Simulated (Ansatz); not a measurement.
Nudged elastic band run: AlH$_{5}$S

The input (input.yaml):

```yaml
crystal:
  periodic: [false, false, false]
  atoms:
    - { symbol: Al, position_ang: [-0.037037, 0.093686, -0.012041] }
    - { symbol: H, position_ang: [-0.560781, 0.579522, 1.411167] }
    - { symbol: H, position_ang: [1.509634, 0.25498, -0.347849] }
    - { symbol: H, position_ang: [-1.086043, -0.042696, -1.201365] }
    - { symbol: S, position_ang: [0.088663, -2.463697, 0.487411] }
    - { symbol: H, position_ang: [-1.132091, -2.634838, 1.04645] }
    - { symbol: H, position_ang: [0.717254, -2.429958, 1.685727] }
basis:
  gaussian: { orbitals: def2-mTZVP }
hamiltonian:
  xc: b3lyp
neb:
  order_check: false
  images: 7
  f_tol: 0.2
  max_iterations: 60
  final_atoms:
    - { symbol: Al, position_ang: [0.07348677, -0.77233324, -0.65572835] }
    - { symbol: H, position_ang: [0.12719822, 0.51415458, 2.87305697] }
    - { symbol: H, position_ang: [1.47220128, -0.06261133, -0.8001596] }
    - { symbol: H, position_ang: [-1.3247296, -0.04426977, -0.71186268] }
    - { symbol: S, position_ang: [0.13090503, -2.94992462, -0.3620621] }
    - { symbol: H, position_ang: [-1.21179473, -3.12170185, -0.29402374] }
    - { symbol: H, position_ang: [0.23233203, -0.20631478, 3.02027949] }
  initial_path:
    images:
      - { positions_ang: [[-0.037037, 0.093686, -0.012041], [-0.560781, 0.579522, 1.411167], [1.509634, 0.25498, -0.347849], [-1.086043, -0.042696, -1.201365], [0.088663, -2.463697, 0.487411], [-1.132091, -2.634838, 1.04645], [0.717254, -2.429958, 1.685727]] }
      - { positions_ang: [[-0.00948764, 0.06432906, -0.01692379], [-0.41751948, 0.4470765, 1.52738578], [1.49364934, 0.15709104, -0.45198346], [-1.12694174, -0.02475305, -1.11522597], [0.06708747, -2.45274311, 0.58222754], [-1.04325, -2.77977223, 0.78915014], [0.53606106, -2.05422921, 1.75486976]] }
      - { positions_ang: [[0.01806172, 0.03497212, -0.02180658], [-0.27425795, 0.31463101, 1.64360456], [1.47766468, 0.05920209, -0.55611792], [-1.16784048, -0.00681011, -1.02908695], [0.04551193, -2.44178922, 0.67704409], [-0.95440901, -2.92470646, 0.53185028], [0.35486812, -1.67850042, 1.82401252]] }
      - { positions_ang: [[0.04561108, 0.00561518, -0.02668936], [-0.13099643, 0.18218551, 1.75982334], [1.46168002, -0.03868687, -0.66025238], [-1.20873923, 0.01113284, -0.94294792], [0.0239364, -2.43083533, 0.77186063], [-0.86556801, -3.06964069, 0.27455042], [0.17367517, -1.30277164, 1.89315529]] }
      - { positions_ang: [[0.07316044, -0.02374176, -0.03157215], [0.01226509, 0.04974001, 1.87604212], [1.44569535, -0.13657583, -0.76438685], [-1.24963797, 0.02907579, -0.8568089], [0.00236086, -2.41988145, 0.86667717], [-0.77672701, -3.21457492, 0.01725055], [-0.00751777, -0.92704285, 1.96229805]] }
      - { positions_ang: [[0.07324202, -0.21088963, -0.1876112], [0.04099838, 0.16584366, 2.12529583], [1.45232183, -0.1180847, -0.77333003], [-1.26841088, 0.0107394, -0.82057234], [0.03449691, -2.55239224, 0.55949236], [-0.88549394, -3.19135665, -0.06056802], [0.05244468, -0.74686083, 2.22679341]] }
      - { positions_ang: [[0.0733236, -0.3980375, -0.34365025], [0.06973166, 0.2819473, 2.37454954], [1.45894832, -0.09959358, -0.78227322], [-1.28718379, -0.00759699, -0.78433579], [0.06663295, -2.68490303, 0.25230754], [-0.99426087, -3.16813839, -0.13838659], [0.11240713, -0.56667881, 2.49128877]] }
      - { positions_ang: [[0.07340519, -0.58518537, -0.4996893], [0.09846494, 0.39805094, 2.62380326], [1.4655748, -0.08110245, -0.79121641], [-1.30595669, -0.02593338, -0.74809923], [0.09876899, -2.81741383, -0.05487728], [-1.1030278, -3.14492012, -0.21620516], [0.17236958, -0.3864968, 2.75578413]] }
      - { positions_ang: [[0.07348677, -0.77233324, -0.65572835], [0.12719822, 0.51415458, 2.87305697], [1.47220128, -0.06261133, -0.8001596], [-1.3247296, -0.04426977, -0.71186268], [0.13090503, -2.94992462, -0.3620621], [-1.21179473, -3.12170185, -0.29402374], [0.23233203, -0.20631478, 3.02027949]] }
```

Command:

```bash
$ ansatz run input.yaml --threads 1 --pin off --max-ram 2048MiB --backend cpu --events-out ev --progress --plain --runs-dir out
```

Output, in part (warnings, iteration lines, the closing report on the highest movable image, with atoms numbered from 0):

```
NEB end point (image 0): max|allowed force component| = 1.937e-2 eV/Å (the criterion of neb.relax_end_points is 4.000e-2)
NEB end point (image 8): max|allowed force component| = 1.576e-2 eV/Å (the criterion of neb.relax_end_points is 4.000e-2)
NEB iter   1: max|band force component| = 1.236e1 eV/Å  barrier→ = 2.3699 eV  barrier← = 2.9184 eV  Δτ_max = 0.2000 Å  (210 SCF iters)
NEB iter   2: max|band force component| = 4.775e0 eV/Å  barrier→ = 1.0460 eV  barrier← = 1.5945 eV  Δτ_max = 0.2000 Å  (179 SCF iters)
NEB iter   3: max|band force component| = 1.912e0 eV/Å  barrier→ = 0.5822 eV  barrier← = 1.1307 eV  Δτ_max = 0.2000 Å  (180 SCF iters)
NEB iter   4: max|band force component| = 5.061e-1 eV/Å  barrier→ = 0.4701 eV  barrier← = 1.0185 eV  Δτ_max = 0.1996 Å  (179 SCF iters)
NEB iter   5: max|band force component| = 6.161e-1 eV/Å  barrier→ = 0.4367 eV  barrier← = 0.9852 eV  CI = image 3  Δτ_max = 0.2000 Å  (182 SCF iters)
NEB iter   6: max|band force component| = 5.195e-1 eV/Å  barrier→ = 0.6437 eV  barrier← = 1.1922 eV  CI = image 3  Δτ_max = 0.1015 Å  (174 SCF iters)
NEB iter   7: max|band force component| = 3.896e-1 eV/Å  barrier→ = 0.6581 eV  barrier← = 1.2066 eV  CI = image 3  Δτ_max = 0.0743 Å  (172 SCF iters)
NEB iter   8: max|band force component| = 3.110e-1 eV/Å  barrier→ = 0.6592 eV  barrier← = 1.2077 eV  CI = image 3  Δτ_max = 0.0350 Å  (164 SCF iters)
NEB iter   9: max|band force component| = 8.080e-2 eV/Å  barrier→ = 0.6501 eV  barrier← = 1.1985 eV  CI = image 3  Δτ_max = 0.0000 Å  (325 SCF iters)
Total energy: -17514.02805075 eV, -643.6286594304 hartree
Atom 0 at     0.102831    -0.223299    -0.081402 Å, force     0.000362    -0.023759     0.094280 eV/Å
Atom 1 at    -0.125195    -0.055767     1.604612 Å, force    -0.006863     0.004143    -0.068683 eV/Å
Atom 2 at     1.556492     0.234469    -0.476969 Å, force    -0.000882    -0.001017    -0.000497 eV/Å
Atom 3 at    -1.256710     0.002177    -0.844705 Å, force    -0.006754    -0.010836    -0.016239 eV/Å
Atom 4 at     0.269688    -2.557314     0.703503 Å, force    -0.074361     0.039234    -0.018698 eV/Å
Atom 5 at    -1.057026    -2.831422     0.632828 Å, force     0.051954     0.019429     0.001272 eV/Å
Atom 6 at     0.009519    -1.211844     1.531633 Å, force     0.036543    -0.027194     0.008565 eV/Å
Dipole moment:    -0.214089    -0.087485     0.055592 e Å
```

The run converged. The threshold of 0.2 eV/Å is loose, so the images may lie well off the minimum-energy path. Another band between the same ends (7 images) ends at a top of the same energy, where a vibrational analysis finds 1 clearly imaginary mode. The orbitals stay closed-shell, which can raise the energy where a bond breaks towards radicals; this wasn't checked here.

Final band (atoms are numbered from 1 in the order of the input):

| image | path coordinate (Å) | energy (eV) | Al1–H2 (Å) | S5–H7 (Å) | H2–H7 (Å) |
| --- | --- | --- | --- | --- | --- |
| 0 | 0.00 | 0.00 | 1.59 | 1.35 | 3.28 |
| 1 | 0.74 | 0.02 | 1.59 | 1.35 | 2.96 |
| 2 | 1.48 | 0.20 | 1.60 | 1.36 | 2.05 |
| 3 | 2.22 | 0.65 | 1.71 | 1.60 | 1.17 |
| 4 | 2.83 | -0.10 | 2.03 | 2.24 | 0.78 |
| 5 | 3.44 | -0.44 | 2.44 | 2.82 | 0.75 |
| 6 | 4.06 | -0.53 | 2.85 | 3.31 | 0.74 |
| 7 | 4.67 | -0.55 | 3.32 | 3.78 | 0.74 |
| 8 | 5.28 | -0.55 | 3.76 | 4.36 | 0.74 |

Time of the run: 99 s on 1 thread of Arm Neoverse V2, on a shared host, peak memory 0.1 GiB.
